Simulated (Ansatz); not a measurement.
Geometry optimisation, Ansatz 0.2.0, RKS PBE/def2-SVP.

The input (input.yaml):

```yaml
crystal:
  periodic: [false, false, false]
  atoms:
    - { symbol: B, position_ang: [-0.007421, 0.261204, 0.081558] }
    - { symbol: Cl, position_ang: [-0.019805, 0.656486, 1.866479] }
    - { symbol: H, position_ang: [1.076985, 0.236889, -0.450375] }
    - { symbol: H, position_ang: [-1.08758, 0.192292, -0.455123] }
    - { symbol: F, position_ang: [0.074837, -2.199485, 0.581569] }
    - { symbol: H, position_ang: [0.083284, -1.876587, 1.45659] }
basis:
  gaussian: { orbitals: def2-SVP }
hamiltonian:
  xc: pbe
relax:
  f_tol: 0.03
  max_steps: 50
output:
  orbitals: {}
```

Command:

```bash
$ ansatz run input.yaml --threads 1 --pin off --max-ram 2048MiB --backend cpu --events-out ev --progress --plain --runs-dir out
```

Where does it end, and by what steps?

The run converged. After 9 steps the energy has fallen by 0.132 eV; F5 moved furthest, 0.38 Å.

| step | energy less start (eV) | largest force component (eV/Å) | accepted |
| --- | --- | --- | --- |
| 0 | 0.0000 | 0.970 | yes |
| 1 | -0.0619 | 0.414 | yes |
| 2 | -0.0608 | 0.717 | no |
| 3 | -0.1000 | 0.217 | yes |
| 4 | -0.1233 | 0.289 | yes |
| 5 | -0.1286 | 0.334 | yes |
| 6 | -0.1315 | 0.129 | yes |
| 7 | -0.1320 | 0.047 | yes |
| 8 | -0.1320 | 0.045 | yes |
| 9 | -0.1321 | 0.002 | yes |

```xyz
6
Properties=species:S:1:pos:R:3
B 0.005 0.004 0.129
Cl -0.007 0.471 1.904
H 1.066 0.152 -0.431
H -1.066 0.083 -0.427
F 0.064 -1.828 0.483
H 0.059 -1.610 1.422
```

The run took 15 s on 1 thread of Arm Neoverse V1, on a shared host, peak memory 0.12 GiB.
